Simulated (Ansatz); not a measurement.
**C₂H+ (SMILES [C+]#C): single points off equilibrium**

The atoms stand at a structure displaced at random from a GFN2-xTB minimum. How far do the functionals agree with CCSD(T) there?

Program: Ansatz 0.2.0, Gaussian basis. Level of theory: single points in def2-TZVPP. These are calculated values, not measurements.

Cores are frozen in the correlated methods.

### 1 The starting structure

SMILES `[C+]#C`, 3 atoms, charge 1, spin multiplicity 1.

Atoms are counted from 1 here; the program's logs count them from 0.

Bond lengths: C1–C2 1.403 Å, C2–H3 1.080 Å. Angles: C1–C2–H3 174.2°.

Geometry (Å):

```
C     0.46630   -1.20450    0.15640
C    -0.00530    0.11060    0.02570
H    -0.46190    1.08790   -0.02900
```

### 2 CCSD(T)/def2-TZVPP

run/in.yaml reads:

```yaml
crystal:
  periodic: [false, false, false]
  atoms:
    - {symbol: C, position_ang: [0.466300, -1.204500, 0.156400]}
    - {symbol: C, position_ang: [-0.005300, 0.110600, 0.025700]}
    - {symbol: H, position_ang: [-0.461900, 1.087900, -0.029000]}
basis:
  gaussian: {orbitals: def2-TZVPP}
total_charge: 1
correlation: {method: ccsd_t}
output: {forces: true}
```

The command line of these runs was not kept.

### 3 PBE0-D4/def2-TZVPP

Edit run/in.yaml of step 2 so:

```diff
@@ -9,3 +9,3 @@
 total_charge: 1
-correlation: {method: ccsd_t}
-output: {forces: true}
+hamiltonian: {xc: pbe0, dispersion: d4}
+output: {forces: true, orbitals: {seedname: orbitals}}
```

### 4 wB97M-V/def2-TZVPP

Edit run/in.yaml of step 3 so:

```diff
@@ -9,3 +9,3 @@
 total_charge: 1
-hamiltonian: {xc: pbe0, dispersion: d4}
-output: {forces: true, orbitals: {seedname: orbitals}}
+hamiltonian: {xc: {name: wB97M-V}}
+output: {forces: true}
```

### 5 r2SCAN-D4/def2-TZVPP

Edit run/in.yaml of step 4 so:

```diff
@@ -9,3 +9,3 @@
 total_charge: 1
-hamiltonian: {xc: {name: wB97M-V}}
+hamiltonian: {xc: r2scan, dispersion: d4}
 output: {forces: true}
```

### 6 PBE-D4/def2-TZVPP

Edit run/in.yaml of step 5 so:

```diff
@@ -9,3 +9,3 @@
 total_charge: 1
-hamiltonian: {xc: r2scan, dispersion: d4}
+hamiltonian: {xc: pbe, dispersion: d4}
 output: {forces: true}
```

### 7 LC-wPBE/def2-TZVPP

Edit run/in.yaml of step 6 so:

```diff
@@ -9,3 +9,3 @@
 total_charge: 1
-hamiltonian: {xc: pbe, dispersion: d4}
+hamiltonian: {xc: {name: LC-wPBE}}
 output: {forces: true}
```

### 8 revPBE-D4/def2-TZVPP

Edit run/in.yaml of step 7 so:

```diff
@@ -9,3 +9,3 @@
 total_charge: 1
-hamiltonian: {xc: {name: LC-wPBE}}
+hamiltonian: {xc: {name: revPBE}, dispersion: d4}
 output: {forces: true}
```

(Steps that only read results are left out.)

Q: Predict the outcome of this session. Wanted: energy less free atoms, CCSD(T)/def2-TZVPP; RMS force component; RMS force error; HOMO and LUMO, PBE0-D4; T1 diagnostic.

**Answer**, as computed:

| quantity | value |
| --- | --- |
| energy less free atoms, CCSD(T)/def2-TZVPP | 169.4 kJ/mol |
| RMS force component | 0.599 to 0.853 eV/Å over the methods |
| RMS force error | PBE0-D4 0.199, wB97M-V 0.286, r2SCAN-D4 0.056, PBE-D4 0.281, LC-wPBE 0.426, revPBE-D4 0.220 eV/Å |
| HOMO and LUMO, PBE0-D4 | -17.75 and -15.48 eV |
| T1 diagnostic | 0.048 |

**Reading.** Against CCSD(T) the functionals' energies less atoms differ by -44.3 to +30.7 kJ/mol, PBE-D4 by -44.3 kJ/mol. CCSD(T) in triple zeta still lacks some correlation energy of the bonds, so part of these gaps is its own basis error and they don't rank the functionals. The forces of r2SCAN-D4 come nearest to CCSD(T), those of LC-wPBE are farthest. Frozen-core CCSD(T) forces in triple zeta carry basis errors of their own, and this is one geometry, so small gaps rank nothing. The T1 diagnostic is large here, over the usual mark for main-group molecules (transition-metal compounds often pass it harmlessly), so CCSD(T) itself may be off.
